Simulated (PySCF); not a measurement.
# Ionisation energy of O by level of theory

O [He] 2s2 2p4 [2p1/2^2 2p3/2^2, M_J = 2] → O+ [He] 2s2 2p3 [2p1/2^2 2p3/2^1, M_J = 3/2], as a difference of total energies. Calculation: PySCF 2.14, in x2c-TZVPall-2c; the two-component X2C-1e Hamiltonian. Correlated levels: 1s2 frozen. "Screened" scales the spin-orbit matrix elements by Boettger's factors to mimic the two-electron term; Breit and QED terms are absent.

```csv
method,ionisation energy (eV),error (eV)
GHF (spin-free),11.907,-1.711
GMP2 (spin-free),13.245,-0.373
GHF (screened spin-orbit),11.917,-1.701
GMP2 (screened spin-orbit),13.255,-0.363
```

Reference: 13.618 eV (measured; NIST Atomic Spectra Database, ionization energies).

Errors of the correlated levels include the incompleteness of this basis and the frozen core.

The labels give the starting determinants; with spin-orbit coupling the two ends relaxed to ⟨J²⟩ = 6.01, ⟨L²⟩ = 2.00, ⟨S²⟩ = 2.01 and ⟨J²⟩ = 3.76, ⟨L²⟩ = 0.00, ⟨S²⟩ = 3.76.
